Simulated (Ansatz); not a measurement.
## A ladder of methods for BH5O (B(H2O)H3)

BH5O: 7 atoms, total charge 0, spin state singlet. As SMILES, `[H]B([H])([H])<-O`. The coordinates come from a GFN2-xTB relaxation.

```xyz
7

B     0.0678   -0.1117   -0.6689
O     0.1008   -0.1466    1.0307
H    -0.8361   -0.1426    1.2525
H     0.4863    0.7089    1.2448
H     1.2101   -0.0685   -0.9703
H    -0.5443    0.8763   -0.9302
H    -0.4847   -1.1158   -0.9586
```

Quantity: the energy change with the O2–H4 bond stretched from 0.962 to 1.203 Å, in eV. The values are calculated.

```
                      level                    kind  program  value (eV)  less FCI/STO-3G  CPU time (all runs)
     HF/STO-3G (restricted)            Hartree–Fock   Ansatz        1.07            +0.50                0.1 s
   BLYP/STO-3G (restricted)                     GGA   Ansatz        0.41            -0.16                1.6 s
    PBE/STO-3G (restricted)                     GGA   Ansatz        0.47            -0.10                1.6 s
 r2SCAN/STO-3G (restricted)                meta-GGA   Ansatz        0.60            +0.03                3.3 s
r2SCAN0/STO-3G (restricted)         hybrid meta-GGA   Ansatz        0.74            +0.17                3.3 s
  wB97X/STO-3G (restricted)  range-separated hybrid   Ansatz        0.68            +0.11                7.4 s
RPA@PBE/STO-3G (restricted)                     RPA   Ansatz        0.47            -0.10                2.3 s
  CCSDT/STO-3G (restricted)   coupled cluster or CI   Ansatz        0.57             0.00               0.35 s
                 FCI/STO-3G      exact in the basis   Ansatz        0.57             0.00                 20 s
```

FCI/STO-3G is exact within its basis and frozen core, so for wave-function methods in that basis the difference is their error; functionals converge differently with the basis, so for them it is only a difference. The first shape isn't each level's own minimum. The values span 0.41 to 1.07 eV. All rows use very small basis sets, so none should be taken for the real molecule's value. In so small a basis fixed costs decide the times, and correlated methods can beat functionals. CPU times are rough (shared hosts, several kinds of processor and program).
